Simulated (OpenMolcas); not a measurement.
**N2O (nitrous oxide) at FNO-MP2/cc-pVQZ (RICD fitting, virtual fraction 0.5)**

We compute the energy of N2O (nitrous oxide). 

Program for the calculation: OpenMolcas 26.06.

**1. The molecule**

The species is N2O (3 atoms), meant as a singlet with charge 0. As SMILES, `N#[N+][O-]`. The coordinates come from a PBE0-D4/def2-TZVP relaxation.

Bond lengths: N1–N2 1.118 Å, N2–O3 1.174 Å. Angles: N1–N2–O3 180.0°.

**2. The energy at FNO-MP2/cc-pVQZ (RICD fitting, virtual fraction 0.5)**

File job.input:

```
* N2O FNO-MP2
>>> EXPORT MOLCAS_PRINT=2
&GATEWAY
BasLib = $CurrDir
Coord
3
angstrom
N       -0.511700       1.001300      -0.167900
N       -0.008400       0.016500      -0.002800
O        0.520100      -1.017800       0.170700
Basis = cc-pVQZ
Group = NoSym
RICD
&SEWARD
&SCF
PrOrbitals = 0
&MBPT2
FNOMP2 = 0.5
DoMP2
Frozen = 3
```

The basis set cc-pVQZ is read from a file made from the Basis Set Exchange's data (not shown).

Started as:

```bash
$ export MOLCAS_MEM=1860
$ pymolcas job.input > job.log
```

Q: Predict the results. Wanted: total energy; dipole moment; HOMO energy; LUMO energy; HOMO–LUMO gap; correlation energy.

**Answer.** As computed:

At FNO-MP2/cc-pVQZ (RICD fitting, virtual fraction 0.5), 3 core orbitals frozen:

| quantity | value |
| --- | --- |
| total energy | -184.42086 Eh |
| dipole moment (mean-field density) | 0.56 D |
| HOMO energy (Hartree–Fock orbitals) | -13.38 eV |
| LUMO energy (Hartree–Fock orbitals) | 4.25 eV |
| HOMO–LUMO gap (Hartree–Fock orbitals) | 17.62 eV |
| correlation energy (3 core orbitals frozen) | -655.4 mEh |
